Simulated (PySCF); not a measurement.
Geometry (Å), atoms numbered from 1 in this order:
```xyz
9

C     1.5184   -0.1374   -0.2818
C     0.5047    0.0955    0.5367
Si   -1.3119    0.0551    0.0508
H     1.3625   -0.3754   -1.3219
H     2.5491   -0.1035    0.0392
H     0.7294    0.3296    1.5717
H    -1.9973   -0.9553    0.8627
H    -1.4388   -0.2736   -1.3693
H    -1.9024    1.3711    0.3140
```

All values are calculated (PySCF): GIAO PBE0/pcSseg-1 shieldings, geometry from GFN2-xTB. One computed conformer, relativity neglected, in vacuum, equivalent nuclei averaged.

δ = σ(ref) − σ, references computed at the same level: TMS for 13C (σref 186.93), 1H (σref 31.72), 29Si (σref 349.16).

```csv
atoms,nucleus,count,Hirshfeld charge,δ (ppm)
H6,1H,1,0.04,6.41
H7/H8/H9,1H,3,-0.08,4.18
C2,13C,1,-0.14,138.0
H5,1H,1,0.05,6.42
H4,1H,1,0.04,?
Si3,29Si,1,0.31,-72.0
C1,13C,1,-0.08,?
```

Question: Complete the table.

Answer: 
- C1: 144.1 ppm, terminal =CH2 carbon; as expected for a trigonal carbon in a double bond
- H4: 6.29 ppm, hydrogen on a terminal =CH2 carbon; attached to an sp2 carbon and in the plane of the double bond

Shifts are as computed. Against solution values, carbons near 30 ppm lie about +3 ppm off and those near 130 ppm about +5 ppm. Of 1211 compounds with measured shifts, 218 miss one by over three times the rms of a fit or turn the order of signals round; such compounds aren't used in these exercises.
